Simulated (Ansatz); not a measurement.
# HCl+ (doublet): wave-function methods side by side, def2-TZVPP

The task here is to estimate one member of a computed series from the others.

The runs use Ansatz 0.2.0, Gaussian basis; def2-TZVPP, core rule «outside noble gas», up to 5 orbitals frozen.

Plan: UHF; ROHF; CCSD(T) on UHF.

**The geometry**

The geometry is a PBE0/def2-TZVP stationary point (not a proven minimum).

2 atoms, charge 1, spin multiplicity 2.

Atoms are counted from 1 here; the program's logs count them from 0.

Bond lengths: Cl1–H2 1.321 Å.

Set-up of the first run:

in.yaml reads:

```yaml
crystal:
  periodic: [false, false, false]
  atoms:
    - {symbol: Cl, position_ang: [0.000000, 0.000000, 0.000000]}
    - {symbol: H, position_ang: [0.000000, 0.000000, 1.321200]}
basis:
  gaussian: {orbitals: def2-TZVPP}
total_charge: 1
magnetization: {spin_polarized: true, initial_magnetization: 1}
hamiltonian: {xc: hf}
output: {orbitals: {seedname: orbitals}}
```

Command:

```
$ ansatz run in.yaml --threads 1 --pin off --events-out ev --progress --plain --max-ram 2816MiB --backend cpu
```

Steps of the session up to this table: UHF; ROHF; CCSD(T) on UHF.

One of the session's tables, all rows but one given; the rest of the session is left out.

| method | from UCCSD(T) (meV) |
| --- | --- |
| ROHF | ? |
| UHF | +5255.1 |
| UMP2 | +866.3 |
| UCCSD | +163.2 |
| UCCSD(T) | 0 |

Q: Estimate the row for ROHF from the others.

The run gave: from UCCSD(T) (meV): +5425.9. In the column «from UCCSD(T) (meV)» it is the highest.
